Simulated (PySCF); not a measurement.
# BN⁺: energy against distance

Set-up: PySCF, no relativity, basis sets B def2-TZVPPD, N def2-TZVPPD. Energies in eV from B⁺ + N in their ground configurations at the same level. All curves are PBE0. state 1: ⁴Σ⁻ (quartet), unpaired electrons σ ↑, π ↑↑; state 2: Ms = 0.5 determinant of mixed spin (⟨S²⟩ near 1.8), unpaired electrons σ ↓, π ↑↑, a second solution, started from another occupation; state 3: Ms = 0.5 determinant of mixed spin (⟨S²⟩ near 1.8), unpaired electrons σ ↑, π ↑↓, a mixture of terms (⟨Lz²⟩ = 2.0), a second solution, started from another occupation.

```json
{"R (Å)": "1.239", "state 1": "-1.286", "state 2": "-0.909", "state 3": "-0.623"}
{"R (Å)": "1.297", "state 1": "-1.815", "state 2": "-1.463", "state 3": "-1.166"}
{"R (Å)": "1.355", "state 1": "-2.102", "state 2": "-1.771", "state 3": "-1.463"}
{"R (Å)": "1.398", "state 1": "-2.200", "state 2": "-1.883", "state 3": "-1.566"}
{"R (Å)": "1.441", "state 1": "-2.223", "state 2": "-1.916", "state 3": "-1.591"}
{"R (Å)": "1.484", "state 1": "-2.190", "state 2": "-1.891", "state 3": "-1.558"}
{"R (Å)": "1.542", "state 1": "-2.087", "state 2": "-1.789", "state 3": "-1.448"}
{"R (Å)": "1.614", "state 1": "-1.904", "state 2": "-1.593", "state 3": "-1.244"}
{"R (Å)": "1.700", "state 1": "-1.658", "state 2": "-1.304", "state 3": "-0.957"}
{"R (Å)": "1.816", "state 1": "-1.357", "state 2": "-0.901", "state 3": "-0.577"}
```

Task: Put a parabola through the three lowest points of the state 1 curve and estimate Re, k and ωe (reduced mass 6.164 u; 1 eV/Å² = 0.16022 mdyn/Å; ωe = 1302.8·√(k/μ) cm⁻¹).

Result: Through R = 1.398, 1.441, 1.484 Å the second-order coefficient is 15.1 eV/Å², so Re ≈ 1.437 Å, k ≈ 4.85 mdyn/Å and ωe ≈ 1156 cm⁻¹. A polynomial fit of higher order to the unrounded PBE0 energies gives Re = 1.435 Å, k = 4.95 mdyn/Å, ωe = 1167 cm⁻¹; anharmonicity and rounding make the difference.

The higher-order fit for each curve: state 1: Re = 1.435 Å, ωe = 1167 cm⁻¹, De = 2.22 eV; state 2: Re = 1.442 Å, ωe = 1177 cm⁻¹, minimum 1.92 eV below the ground-state fragments; state 3: Re = 1.436 Å, ωe = 1195 cm⁻¹, minimum 1.59 eV below the ground-state fragments.

For an ion De counts to the pair picked by the measured ionisation energies or electron affinities, which need not be the lowest pair at this level. The state was picked by a PBE0 search and need not be the measured ground state.
